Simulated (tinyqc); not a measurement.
The basis set: RHF and MP2 along a ladder of basis sets, for H2O, spin multiplicity 1. Computed by the program tinyqc with PySCF. 

Geometry (angstrom):
```
atom,x,y,z
O,0.0000,0.0000,0.0000
H,0.0000,0.7110,0.6010
H,0.0000,-0.7670,0.6480
```

Same geometry throughout; the dipole is taken about the origin.

RHF and frozen-core MP2 in a ladder of bases:
```
basis,functions,E(RHF) (hartree),E(MP2 corr) (hartree),HOMO (eV),LUMO (eV),dipole (debye)
sto-3g,7,-74.96107,-0.03709,-10.731,16.112,1.745
3-21g,13,-75.58133,-0.12174,-13.122,7.014,2.506
6-31g,13,-75.97866,-0.12904,-13.698,5.406,2.714
6-31g**,24,-76.01840,-0.19574,-13.551,5.744,2.272
cc-pvdz,24,-76.02302,-0.20288,-13.453,4.948,2.139
aug-cc-pvdz,41,-76.03727,-0.22060,-13.881,0.945,2.086
cc-pvtz,58,-76.05297,-0.26271,-13.753,3.797,2.111
```

From cc-pVDZ to cc-pVTZ the RHF energy falls by 30.0 mhartree and the correlation energy by 59.8. If valence correlation converges as X^-3, (27 E(T) - 8 E(D))/19 gives -0.2879 hartree, a rough estimate from such small X that usually falls short; STO-3G holds about 13 % of it. Beyond STO-3G the LUMO moves by 6.1 eV and the HOMO by 0.8 eV; diffuse functions lower the positive LUMO sharply, since an unbound virtual level tracks the most diffuse function.
